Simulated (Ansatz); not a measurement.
A calculation with Ansatz (development build ahead of 0.2.0).

```yaml
crystal:
  periodic: [false, false, false]
  atoms:
    - { symbol: C, position_ang: [0.25652, 0.86642, 0.22747] }
    - { symbol: O, position_ang: [-0.69864, 0.88641, 0.91657] }
    - { symbol: O, position_ang: [0.63973, -0.14665, -0.51461] }
    - { symbol: C, position_ang: [-0.14997, -1.31729, -0.49478] }
    - { symbol: H, position_ang: [0.95535, 1.70168, 0.11705] }
    - { symbol: H, position_ang: [0.33236, -2.02156, -1.16443] }
    - { symbol: H, position_ang: [-0.19883, -1.7304, 0.51054] }
    - { symbol: H, position_ang: [-1.15977, -1.10488, -0.83956] }
basis:
  gaussian: { orbitals: def2-SVP }
magnetization:
  spin_polarized: true
  initial_magnetization: 2
hamiltonian:
  xc: hf
output:
  forces: true
```

The input is written out in the form of the current development build from the run's settings.

Output:

```yaml
Converged: yes
Total_energy: -227.44086 hartree
Spin_squared_of_the_determinant: 2.015
Stability_test: minimum
```

Forces (eV/Å):
```tsv
atom	Fx	Fy	Fz
C1	11.724	2.686	-7.100
O2	-10.854	0.050	7.749
O3	-0.280	-3.068	-1.222
C4	0.510	0.606	-0.082
H5	-0.880	0.037	0.644
H6	-0.077	-0.082	0.017
H7	0.007	-0.166	0.107
H8	-0.150	-0.065	-0.112
```
